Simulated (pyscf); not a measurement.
Single points on ωB97X-D3(BJ)/def2-SVP structures (PySCF, gas phase).

Question: Estimate the classical barrier height and the reaction energy of `[NH2][SiH2][Cl]` + `[H]` [doublet] → `[NH2][SiH][Cl]` [doublet] + `[H][H]` at ωB97M-D3(BJ)/def2-TZVP. The step runs on the doublet surface, breaks H–Si and forms H–H; take the separated reactants as zero.

Answer: ΔE‡ = 0.23 eV, ΔE = -0.43 eV. Zero-point energy shifts the barrier by -0.04 eV. It is a hydrogen abstraction, with an imaginary mode of 1028i cm⁻¹. One saddle was located; it need not be the lowest between these sides. The angle at the transferred H is 176°.
